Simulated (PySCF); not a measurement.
PySCF input for F₄Si, SMILES [Si](F)(F)(F)F (connectivity only; charge and spin as stated), charge +1, multiplicity 2, SMD-PBE0/6-31G*. Coordinates come from a ωB97X-D3(BJ)/def2-SVP optimisation. The multiplicity is an assumed one; other spin states were not compared. The isomer is the one that the SMILES or the coordinates give; other isomers of the formula were not compared.

```python
import numpy as np
from pyscf import gto, scf, dft
from pyscf.solvent import smd

mol = gto.M(
    atom='''
    F    -1.00583063   -0.00000000    1.13571816
    Si    0.00000000   -0.00000000   -0.20677237
    F     0.00000000   -1.34606239   -0.97489521
    F    -0.00000000    1.34606239   -0.97489520
    F     1.00583063    0.00000000    1.13571816
    ''',
    basis='6-31G*',
    charge=1,
    spin=1,
    max_memory=1600,
    verbose=3,
)
mf = dft.UKS(mol, xc='pbe0').density_fit(auxbasis='def2-universal-jkfit')
mf.grids.level = 3
mf.conv_tol = 1e-9
mf.max_cycle = 100
mf.kernel()
fine, coarse = mf.grids, dft.Grids(mol).set(level=1).build(with_non0tab=True)
for _ in range(3):  # follow internal instabilities
    mf.grids = coarse
    mo, _, stable, _ = mf.stability(return_status=True, nroots=4)
    mf.grids = fine
    if stable:
        break
    mf.kernel(mf.make_rdm1(mo, mf.mo_occ))
res = {}
for name in ['water', 'dimethylsulfoxide', 'acetone']:
    s = mf.SMD()
    s.with_solvent.solvent, s.with_solvent.sasa_ng = name, 302
    s.kernel(mf.make_rdm1())
    res[name] = (s.e_tot, s.with_solvent.get_cds(), s.dip_moment(), s.mo_energy, s.converged)
    print(f'SMD {name}: dG(solv) = {(s.e_tot - mf.e_tot) * 627.509474:.3f} kcal/mol, of which CDS {res[name][1] * 627.509474:.3f}')
```

Log of the run:

```

WARN: HOMO -0.471896071617838 >= LUMO -0.47189607161784

converged SCF energy = -688.051522250924  <S^2> = 0.75554718  2S+1 = 2.0055395
<class 'pyscf.df.df_jk.DFUKS'> wavefunction is stable in the internal stability analysis
converged SCF energy = -688.148862763846  <S^2> = 0.75554658  2S+1 = 2.0055389

WARN: System has nonzero charge 1; the dipole moment is origin-dependent.
Location of origin: [0. 0. 0.]

Dipole moment(X, Y, Z, Debye): -0.00000,  0.00000,  0.46659
SMD water: dG(solv) = -61.082 kcal/mol, of which CDS 3.158
converged SCF energy = -688.15034917141  <S^2> = 0.7555466  2S+1 = 2.0055389

WARN: System has nonzero charge 1; the dipole moment is origin-dependent.
Location of origin: [0. 0. 0.]

Dipole moment(X, Y, Z, Debye): -0.00000,  0.00000,  0.46525
SMD dimethylsulfoxide: dG(solv) = -62.015 kcal/mol, of which CDS 1.648
converged SCF energy = -688.149048042937  <S^2> = 0.75554665  2S+1 = 2.005539

WARN: System has nonzero charge 1; the dipole moment is origin-dependent.
Location of origin: [0. 0. 0.]

Dipole moment(X, Y, Z, Debye): -0.00000,  0.00000,  0.46106
SMD acetone: dG(solv) = -61.198 kcal/mol, of which CDS 0.624
```

Self-consistency was reached.

Cost: roughly 30 core-seconds.
